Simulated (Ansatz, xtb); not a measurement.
## LiNSi: which of two structures lies lower

Structure I: `[Li][Si]#N`, a singlet. Structure II: a triplet given by its coordinates. Both are isolated molecules in the gas phase, relaxed with B3LYP-D4/def2-TZVP.

I (Å):

```yaml
atoms:
  - { symbol: Li, position_ang: [0.0000, 0.0000, -2.1351] }
  - { symbol: N, position_ang: [0.0000, 0.0000, 1.8538] }
  - { symbol: Si, position_ang: [0.0000, 0.0000, 0.2813] }
```

II (Å):

```xyz
3

Li    0.7654   -0.0431    0.6361
N    -0.1571   -1.3981   -0.2236
Si    1.1339   -1.7283   -1.2008
```

Close contacts (Å): Li1–N2 1.85, Li1–Si3 2.52, N2–Si3 1.65.

**Question.** Estimate E(II) − E(I) at the level CCSD(T)/def2-TZVPP.

**Answer.** Calculated at CCSD(T)/def2-TZVPP: E(II) − E(I) = +28.9 kcal/mol, so structure I lies lower.

How the difference moves with the method:

```csv
level,geometry,E(II) − E(I) (kcal/mol),departure from the last row (kcal/mol),"job, with rough time for the two"
B3LYP-D4/def2-TZVP,B3LYP-D4/def2-TZVP,+19.3,−9.5,"optimisation, 22 s"
HF/def2-TZVPP,B3LYP-D4/def2-TZVP,−11.8,−40.6,part of the CCSD(T) run
MP2/def2-TZVPP,B3LYP-D4/def2-TZVP,+47.1,+18.3,part of the CCSD(T) run
CCSD(T)/def2-TZVPP,B3LYP-D4/def2-TZVP,+28.9,,"single point, 12 s"
```

HF/def2-TZVPP puts the two in the other order. The largest departure from CCSD(T)/def2-TZVPP is that of HF/def2-TZVPP, 40.6 kcal/mol. Levels run at GFN2-xTB geometries aren't shown. The triplet state of II needn't be its ground state.

With harmonic frequencies from B3LYP-D4/def2-TZVP (ideal gas, rigid rotor, one conformer each, 298.15 K, 1 atm): on the last row, ΔE + ΔZPE = +28.9, ΔH = +28.4, ΔG = +28.1 kcal/mol.

The T1 diagnostic of structures I and II is large, so the coupled-cluster value is less sure. Open shells are spin-unrestricted. The correlated steps freeze 6 core orbitals; the last core shell of Li is correlated, in a basis made for valence electrons. ΔG holds the spin degeneracy. Run with Ansatz 0.2.0; the last row on 1 thread of AMD EPYC 9R45 96-Core Processor (Zen 5) on a shared host.
